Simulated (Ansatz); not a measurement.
# Ho (Ho, hcp): the cost of one run

Program: Ansatz 0.2.0. Level of theory: DFT, BLYP, plane waves (420 eV) with PAW, scalar-relativistic. These are calculated values, not measurements.

## 1. The system as given

The structure is hexagonal, space group P6_3/mmc (No. 194). Conventional cell: a = 3.726 Å, b = 3.726 Å, c = 6.032 Å, α = 90.00°, β = 90.00°, γ = 120.00°. Around Ho (site symmetry -6m2) lie 12 Ho at 3.70 to 3.73 Å.

As a file:

```xyz
2
Lattice="3.7260 0.0000 0.0000 -1.8630 3.2268 0.0000 0.0000 0.0000 6.0319" Properties=species:S:1:pos:R:3 pbc="T T T"
Ho    0.0000    2.1512    1.5080
Ho    1.8630    1.0756    4.5239
```

## 2. Volume x 1.0

input.yaml

```yaml
crystal:
  lattice:
    - [3.7259926922, 0.0, 0.0]
    - [-1.8629963461, 3.2268043257, 0.0]
    - [0.0, 0.0, 6.0318975936]
  atoms:
    - { symbol: Ho, position: [0.3333333333, 0.6666666667, 0.25], spin: 3.445 }
    - { symbol: Ho, position: [0.6666666667, 0.3333333333, 0.75], spin: 3.445 }
hamiltonian:
  xc: blyp
  pseudopotentials:
    kind: paw
    azcp:
      Ho: "pseudopotentials/Ho.paw.azcp"
basis:
  ecutwfc: 420
  fft_grid_basis: typed
kpoints:
  mp_grid: { grid: [13, 13, 7], shift: [0, 0, 0] }
magnetization:
  spin_polarized: true
scf:
  occupations: { method: fermi_dirac, width: 0.05 }
output:
  stress: true
```

What time and memory should one allow on 4 threads of an Arm CPU, shared host?

About 2.7 min, with a peak of 0.87 GiB.
